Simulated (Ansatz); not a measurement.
in.yaml

```yaml
crystal:
  periodic: [false, false, false]
  atoms:
    - {symbol: B, position_ang: [0.000000, -0.282710, 2.368772]}
    - {symbol: Mg, position_ang: [0.000000, 0.067258, -1.181097]}
    - {symbol: H, position_ang: [0.000000, 1.410469, 3.073375]}
basis:
  gaussian: {orbitals: cc-pVDZ}
magnetization: {spin_polarized: false}
correlation: {method: bccd_t, electrons: outside_noble_gas}
```

```sh
$ ansatz run in.yaml --threads 1 --pin off --events-out ev --progress --plain --max-ram 2393MiB
```

Output:

```
343 factors; integrals over basis functions are off by at most 6.5e-4 eV
mean field evaluation 1: about -6112.9142 eV, gradient 9.4e0 eV
mean field evaluation 2: about -6112.9146 eV, gradient 9.4e0 eV
mean field evaluation 4: about -6113.6738 eV, gradient 1.1e0 eV
mean field evaluation 8: about -6113.6873 eV, gradient 4.3e-4 eV
mean field evaluation 16: about -6088.7691 eV, gradient 2.2e1 eV
mean field evaluation 32: about -6106.6917 eV, gradient 1.5e-4 eV
mean field evaluation 64: about -6090.3468 eV, gradient 1.7e1 eV
mean field evaluation 96: about -6106.6917 eV, gradient 1.6e-2 eV
mean field -6113.68731017 eV, -224.6738646426 hartree, gradient 1.8e-6 eV, S^2 0.000000; 5 other end points of the search recorded, 0 dependent functions left out; unrestricted orbitals would lower it
determinant -6113.68731017 eV, -224.6738646426 hartree, with singles and doubles -6117.31559071 eV, -224.8072014932 hartree
determinant -6106.69166476 eV, -224.4167794155 hartree, with singles and doubles -6110.38454610 eV, -224.5524903016 hartree
6 core orbitals not correlated: weight in the atoms' cores, before any rotation towards them, 1.000 or more for the frozen orbitals, at most 0.000 for the correlated occupied ones
reference -6113.68731017 eV, -224.6738646426 hartree; 3, 3 occupied and 28, 28 virtual orbitals, 343 factors
second order -2.45615851 eV of doubles, -0.00000000 eV of singles
cycle   1  -3.62489446 eV  change    3.4e-3 eV  update   7.0e-3
cycle   2  -3.62212581 eV  change    2.8e-3 eV  update   1.3e-3
cycle   3  -3.62108892 eV  change    1.0e-3 eV  update   6.9e-4
cycle   4  -3.62061996 eV  change    4.7e-4 eV  update   2.5e-4
cycle   5  -3.62056040 eV  change    6.0e-5 eV  update   1.2e-4
cycle   6  -3.62058845 eV  change   -2.8e-5 eV  update   6.3e-5
cycle   7  -3.62061894 eV  change   -3.0e-5 eV  update   2.9e-5
cycle   8  -3.62062675 eV  change   -7.8e-6 eV  update   1.3e-5
cycle   9  -3.62062592 eV  change    8.3e-7 eV  update   5.0e-6
perturbative correction -0.08834561 eV, -0.0032466412 hartree
Total energy: -6117.39628170 eV, -224.8101668322 hartree
```

For the same geometry and basis full CI lies 27.8 meV lower.

Ran on 1 thread of Intel Xeon, shared host: 0.72 s wall, 0.16 GiB peak host memory.
